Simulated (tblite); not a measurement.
Compound: C4H3P.
Bonds: C1–C2 (triple), C2–P3, P3–C4, C4–C5 (double), P3–C5. Hydrogens: H6 on C1; H7 on C4; H8 on C5.

Computed with GFN2-xTB (tblite), gas phase: L-BFGS steps from a force-field or distance-geometry start until the largest atomic force falls under 0.01 eV/Å.

Step 21: E = -338.2833 eV
```
atom  x, y, z in Å  |  force x, y, z in eV/Å
C1      1.9453    1.2402   -0.1414    0.006  -0.012   0.005
C2      1.2568    0.2861    0.1101    0.023  -0.004  -0.003
P3      0.3528   -1.1925    0.5229   -0.009   0.033  -0.005
C4     -1.1383   -0.9214   -0.5228    0.009   0.019  -0.008
C5     -1.3292   -0.4618    0.6858   -0.020  -0.004  -0.007
H6      2.5181    2.0916   -0.3723   -0.003   0.001   0.001
H7     -1.5720   -1.0510   -1.4899   -0.010  -0.013   0.025
H8     -2.0246    0.0183    1.3385    0.005  -0.020  -0.008
```

Step 22: E = -338.2834 eV
```
atom  x, y, z in Å  |  force x, y, z in eV/Å
C1      1.9482    1.2411   -0.1414    0.005  -0.010   0.004
C2      1.2572    0.2884    0.1090    0.018  -0.004   0.000
P3      0.3531   -1.1899    0.5230   -0.018   0.031  -0.019
C4     -1.1396   -0.9218   -0.5231    0.012   0.015  -0.007
C5     -1.3301   -0.4625    0.6859   -0.028   0.001  -0.013
H6      2.5223    2.0919   -0.3717   -0.005  -0.003   0.001
H7     -1.5750   -1.0534   -1.4898    0.003  -0.008   0.047
H8     -2.0270    0.0156    1.3390    0.013  -0.023  -0.013
```

Step 23: E = -338.2836 eV
```
atom  x, y, z in Å  |  force x, y, z in eV/Å
C1      1.9529    1.2424   -0.1412    0.005  -0.004   0.003
C2      1.2576    0.2923    0.1071    0.008  -0.002   0.002
P3      0.3531   -1.1853    0.5225   -0.022   0.018  -0.030
C4     -1.1415   -0.9222   -0.5235    0.017   0.010  -0.005
C5     -1.3320   -0.4636    0.6859   -0.030   0.007  -0.017
H6      2.5290    2.0922   -0.3705   -0.005  -0.006   0.001
H7     -1.5794   -1.0576   -1.4891    0.013  -0.003   0.061
H8     -2.0306    0.0111    1.3398    0.014  -0.020  -0.014
```

Step 24: E = -338.2838 eV
```
atom  x, y, z in Å  |  force x, y, z in eV/Å
C1      1.9579    1.2438   -0.1411    0.004   0.001   0.001
C2      1.2578    0.2967    0.1051   -0.004   0.002   0.003
P3      0.3527   -1.1800    0.5213   -0.014  -0.002  -0.030
C4     -1.1433   -0.9225   -0.5239    0.019   0.006  -0.002
C5     -1.3347   -0.4645    0.6855   -0.020   0.011  -0.014
H6      2.5364    2.0922   -0.3692   -0.003  -0.005   0.000
H7     -1.5837   -1.0623   -1.4876    0.014  -0.001   0.050
H8     -2.0341    0.0060    1.3408    0.004  -0.010  -0.008
```

Problem. Estimate the geometry and energy of step 25. (The exact step hangs on the optimiser's Hessian estimate; all steps are aligned on step 24, rigid shifts and turns removed.)

Solution. E = -338.2839 eV, largest force 0.024 eV/Å
```
atom  x, y, z in Å  |  force x, y, z in eV/Å
C1      1.9608    1.2446   -0.1409    0.002   0.003   0.000
C2      1.2576    0.2994    0.1039   -0.010   0.002   0.002
P3      0.3521   -1.1770    0.5200   -0.001  -0.014  -0.019
C4     -1.1441   -0.9227   -0.5241    0.016   0.006   0.000
C5     -1.3365   -0.4649    0.6850   -0.005   0.010  -0.005
H6      2.5408    2.0921   -0.3684    0.000  -0.003  -0.001
H7     -1.5858   -1.0651   -1.4859    0.005  -0.003   0.023
H8     -2.0360    0.0029    1.3414   -0.008  -0.001  -0.001
```

The energy changes by -0.0001 eV. The first-order estimate −F·Δx gives -0.0001 eV and the mean of the old and new forces, exact on a quadratic surface, -0.0001 eV. The step makes an angle of 77° with the force vector and moves no atom by more than 0.004 Å.
